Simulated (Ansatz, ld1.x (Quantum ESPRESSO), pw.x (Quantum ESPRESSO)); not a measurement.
# arsenic (diamond): variants of one PAW potential in the solid

```
Element                 : As (Z = 33)
Generator               : ld1.x (Quantum ESPRESSO) 7.5
Type                    : PAW
Functional              : PBEsol
Relativity              : scalar-relativistic
Frozen core             : [Ar] 3d10
Valence charge          : 5
Reference configuration : 4s2 4p3
Partial waves           : 4s (bound): rcut 1.05, rcutus 1.45 bohr; 4s channel at -0.65 Ry: rcut 1.05, rcutus 1.45 bohr; 4p (bound): rcut 1.55, rcutus 2.05 bohr; 4p channel at 1.6 Ry: rcut 1.55, rcutus 2.05 bohr
Local potential         : all-electron potential smoothed inside 1.55 bohr (lloc = -1)
Core correction         : Bessel-smoothed model core inside 1.45 bohr
Augmentation charge     : PSQ, inside the norm-conserving radii
```

Crystal test: diamond As in pw.x 7.5, no spin, 8³ k-points, Fermi–Dirac smearing 0.01 Ry, cutoffs set for each file from its atomic test. The reference is all-electron LAPW (Ansatz 0.2.0) with the same functional, mesh and smearing; V0 and B0 come from Birch–Murnaghan fits to the pressures at five volumes. Errors are pseudo minus all-electron; Δ is the rms difference of the E(V) curves that follow from these fits, minima aligned, over ±6 % about the mean V0. Mesh and smearing are coarse, so the numbers serve the comparison and aren't converged zero-temperature values; the lattice is a test structure that the element need not adopt.

All-electron: a0 = 6.020 Å (V0 = 27.27 Å³/atom), B0 = 51.0 GPa.

Base: This is a poor potential for the solid. Atomic configuration tests: test run stopped at test 2 of 7 (negative rho). The logarithmic derivative shows an extra or strongly shifted pseudo pole above the reference energy (s near 0.18 Ry).

2 further variants are left out: they gave no file fit for a test, a broken result, the same result as the base, or pressures whose basis-set error rivals the error shown.

A dash in a converged row means that the minimum lies outside the volumes sampled.

| change | cutoffs (Ry) | pw.x | mean pressure error (GPa) |
| --- | --- | --- | --- |
| base | 40/320 | converged | -8.29 |
| all radii but the core radius scaled by about 1.19 (s 1.72, p 2.44 bohr, rcut 1.26/1.84); local potential all-electron potential smoothed inside 1.84 bohr (lloc = -1) | 40/320 | converged | -7.06 |
| all radii but the core radius scaled by about 1.35 (s 1.96, p 2.78 bohr, rcut 1.42/2.10); local potential all-electron potential smoothed inside 2.10 bohr (lloc = -1) | 40/320 | converged | -4.92 |

Question: Give the row for: all radii but the core radius scaled by about 1.06 (s 1.54, p 2.18 bohr, rcut 1.12/1.64); local potential all-electron potential smoothed inside 1.64 bohr (lloc = -1).

Answer: pw.x: converged; mean pressure error (GPa): -7.46.
